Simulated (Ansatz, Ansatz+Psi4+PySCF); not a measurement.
```yaml
atoms:
  - { symbol: Li, position_ang: [0.0000, 0.0000, 1.3615] }
  - { symbol: Li, position_ang: [0.0000, 0.0000, -1.3615] }
```

Basis set: cc-pCVTZ (spherical functions). All electrons are correlated. Charge 0, multiplicity 1.

Computed with Ansatz (development build ahead of 0.2.0); each method stands on the lowest determinant of its kind that the runs found. Restricted open shells among the atoms or ions are ROHF, correlated in semicanonical orbitals with singles.

Task: Give the atomization energy at this shape (free ground-state atoms in the same class of orbitals less the molecule, no zero-point energy) of singlet Li₂ by RHF-CCSD(T), RHF-MP2, RHF.

Result:

```
     method  atomization energy
RHF-CCSD(T)             1.04 eV
    RHF-MP2             0.77 eV
        RHF             0.17 eV
```
